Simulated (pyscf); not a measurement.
Structures and frequencies: ωB97X-D3(BJ)/def2-SVP in PySCF. MP2 and CC: frozen core, UHF for open shells. ΔMP2 is the change of the MP2 total energy from the triple- to the quadruple-zeta basis.

SMILES: BOC
```xyz
8

B      0.6335    -0.8262    -0.3615
O      0.7941    -0.1104     0.7647
C     -0.2195     0.0259     1.7420
H     -0.4192    -1.3955    -0.5797
H      1.5715    -0.8688    -1.1233
H      0.1531    -0.3594     2.7038
H     -0.4620     1.0931     1.8635
H     -1.1314    -0.5250     1.4570
```
Charge 0, spin multiplicity 1.

Q: What is the homolytic dissociation enthalpy (298 K, CCSD(T)/def2-TZVPP + ΔMP2(QZVPP)) of the C–O bond of `[BH2][O][CH3]`, to H₂B–O• + CH₃•?

A: C–O to H₂B–O• + CH₃•: 77.5 kcal/mol. The radicals are drawn with the spin at the cut bond; how far it spreads was not checked. H₂B–O–CH₃ lies 23.5 kcal/mol over its isomer H₃C–BH–OH, and others may lie lower still (electronic energy, ωB97M-D3(BJ)). Other isomers of H₂B–O• were not searched in full and may lie lower. The CCSD(T) − MP2 part came from Ansatz, without density fitting, on the same reference.
